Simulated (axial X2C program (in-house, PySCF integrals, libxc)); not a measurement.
**Linear PNC⁺ at several levels**

One table from this session's results is given with a row withheld; the runs are named, their logs left out.

The runs use an in-house X2C program for linear molecules on PySCF integrals; all-electron X2C, two-component (2c) or spin-free, P dyall-v3z, N dyall-av3z, C dyall-v3z.

All values are calculated.

2 further runs of the same task are left out: 2 set aside as unsound or not needed.

Set-up of the first run:

task.json

```json
{"zs": [15, 7, 6], "q": 1, "bas": ["dyall-v3z", "dyall-av3z", "dyall-v3z"], "r0": [1.77, 1.17], "symm": 0, "scan": ["PBE0", "HF", "B3LYP"], "levels": ["PBE0", "HF", "TPSSh"], "nst": 2}
```

Keys: zs atomic numbers; q charge; bas basis sets; r0 starting distance in Å; symm equal bonds; scan levels of the two-bond scan (MP2 follows by itself at each HF point); levels methods; nst determinants followed.

Run with:

```console
$ python solin.py task.json out
```

Masses P 30.974, N 14.003, C 12.000 u.

Steps of the session up to this table: Scan at PBE0, 2c; Scan at HF, 2c; Scan at B3LYP, 2c.

One table of the session follows, with a row left open; its other results are not shown here.

```
           level  r(P–N) (Å)  r(N–C) (Å)  lower stretch (cm⁻¹)  upper stretch (cm⁻¹)
        PBE0, 2c       1.585       1.220                 849.9                1844.8
          HF, 2c           ?           ?                     ?                     ?
       B3LYP, 2c       1.591       1.220                 832.7                1824.8
         MP2, 2c       1.601       1.221                 824.1                1933.2
 PBE0, spin-free       1.585       1.220                 850.2                1843.4
   HF, spin-free       1.573       1.195                 900.5                1992.7
B3LYP, spin-free       1.591       1.220                 833.1                1823.4
  MP2, spin-free       1.600       1.221                 824.4                1933.1
```

Estimate the missing values for HF, 2c.

The run gave: r(P–N) (Å): 1.573; r(N–C) (Å): 1.195; lower stretch (cm⁻¹): 900.1; upper stretch (cm⁻¹): 1994.0.

Scans not shown above were run alike.

MP2 freezes inner shells (threshold -2 hartree). The molecule was held linear; bending was not examined, so a bent shape may lie lower. Note: functional without a current term on a determinant with orbital currents, of the molecule or an atom.
